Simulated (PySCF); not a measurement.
Gas-phase reaction: 4 AlH₂Cl = 2 AlHCl₂ + Al₂H₆

Method: PySCF energies plus ideal-gas RRHO corrections (1 bar). † marks an energy on the PBE0/def2-TZVP geometry and frequencies; other levels use their own. MP2 and CCSD(T) freeze the core. 6-31G* has spherical d functions here. All species are closed-shell singlets. B3LYP is the form with VWN-RPA correlation. AlH₂Cl, AlHCl₂, Al₂H₆: computed as isolated molecules; such fragments, hydroxides, amides, oligomers or adducts are transient or little studied in the gas. MP2 isn't extrapolated to the basis-set limit; its ΔH°(298 K) is -128.9 kJ in def2-SVP and -132.2 kJ in def2-TZVPP. CCSD(T) isn't extrapolated to the basis-set limit; its ΔH°(298 K) is -130.4 kJ in def2-SVP and -132.2 kJ in def2-TZVPP. The harmonic model lacks anharmonicity and excited electronic states, which grow with temperature; levels with a mode under 35 cm⁻¹ are left out.

```tsv
level	ΔE electronic, kJ	ΔH°(298 K), kJ	ΔS°(298 K), J/K	ΔG°(1600 K), kJ
B3LYP/6-31G*	-118	-108	-161	137
CCSD(T)/def2-SVP†	-141	-130	-160	114
CCSD(T)/def2-TZVPP†	-143	-132	-160	112
M06-2X/def2-TZVP†	-148	-137	-160	108
MP2/def2-SVP†	-140	-129	-160	115
MP2/def2-TZVPP†	-143	-132	-160	112
PBE/def2-TZVP†	-146	-135	-160	110
PBE0/def2-QZVP†	-147	-137	-160	108
PBE0/def2-SVP†	-149	-138	-160	107
PBE0/def2-TZVP	-148	-137	-160	108
ωB97M-V/def2-TZVP†	-141	-130	-160	115
```
ΔH° is lowest at PBE0/def2-SVP† and highest at B3LYP/6-31G*. No reference value is set beside these.
